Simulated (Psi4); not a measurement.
# C2H3ClO (SMILES CC(=O)Cl) at PBE0/def2-QZVPP (density fitting, sweep point 6)

Wanted: energy and one-electron properties of C2H3ClO. 

The calculation is run with Psi4 1.11.

2 further runs of the same task are left out: 2 set aside as unsound or not needed.

## (1) The structure to begin with

The species is C2H3ClO (7 atoms), meant as a singlet with charge 0. As SMILES, `CC(=O)Cl`. Geometry: relaxed at PBE0-D4/def2-TZVP.

Bond lengths: C1–C2 1.491 Å, C2–O3 1.179 Å, C2–Cl4 1.794 Å, C1–H5 1.089 Å, C1–H6 1.091 Å, C1–H7 1.091 Å. Angles: C1–C2–O3 127.8°, C1–C2–Cl4 111.8°, O3–C2–Cl4 120.4°, C2–C1–H5 109.4°, C2–C1–H6 109.4°, C2–C1–H7 109.4°, H5–C1–H6 110.6°, H5–C1–H7 110.6°, H6–C1–H7 107.3°.

## (2) Energy and one-electron properties at PBE0/def2-QZVPP (density fitting, sweep point 6)

calc.dat

```
memory 1.6 GB

molecule {
  0 1
  C      0.144710     0.666770     0.108700
  C      0.017280    -0.815930     0.021550
  O      0.681540    -1.630880     0.555040
  Cl    -1.337090    -1.306820    -1.047030
  H      0.973300     0.921250     0.767410
  H     -0.788440     1.089970     0.484050
  H      0.308710     1.075650    -0.889730
  symmetry c1
}

set globals {
  basis def2-QZVPP
  reference rks
  puream true
  scf_type df
  dft_radial_points 99
  dft_spherical_points 590
}

e_tot, wfn = energy('pbe0', return_wfn=True)
oeprop(wfn, 'DIPOLE', 'QUADRUPOLE', 'MULLIKEN_CHARGES', 'LOWDIN_CHARGES', title='PBE0')
```

Command:

```
$ psi4 -i calc.dat -o calc.out -n 1
```

What values should one expect? Wanted: total energy; dipole moment; HOMO energy; LUMO energy; HOMO–LUMO gap.

Answer, from the run:

Level: PBE0/def2-QZVPP (density fitting, sweep point 6).

| quantity | value |
| --- | --- |
| total energy | -613.22331 Eh |
| dipole moment | 2.80 D |
| HOMO energy | -8.61 eV |
| LUMO energy | -1.08 eV |
| HOMO–LUMO gap | 7.53 eV |

Mulliken charges run from -0.25 on O3 to +0.25 on C2; in a basis this large or diffuse they mean little.
